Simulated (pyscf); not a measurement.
Routes from H₂C=CH₂ (SMILES C=C) + H₃C–OH (SMILES CO)

Candidate steps break at most two bonds and form at most two. Each was searched with GFN2-xTB (tblite) first. Optimised with ωB97X-D3(BJ)/def2-SVP in PySCF. MP2 and CC: frozen core, UHF for open shells. ΔMP2 is the change of the MP2 total energy from the triple- to the quadruple-zeta basis. Energies: CCSD(T)/def2-TZVPP + ΔMP2(QZVPP), kJ/mol, from the separated reactants, singlet surface; ΔG‡ with ideal gas, 1 atm, RRHO with modes under 100 cm⁻¹ raised to 100, one conformer, R ln 2 for chiral ones without a mode under 150 cm⁻¹.

```csv
products,type,ΔE‡,ΔE,ΔG‡ 298 K,ΔG‡ 900 K,ν‡ (cm⁻¹)
H₃C–CH₃ + H₂C=O,concerted two-bond exchange,161.6,-43.0,196.2,295.9,1828i
H₃C–CH₂–CH₂–OH,addition across a multiple bond or ene-type step,347.4,-118.6,388.1,475.1,847i
```

Plain bond fissions and candidates not yet searched are not listed, and one of them may be faster. Each barrier is that of the saddle found; lower ones may exist. The CCSD(T) − MP2 part came from Ansatz, without density fitting, on the same reference.
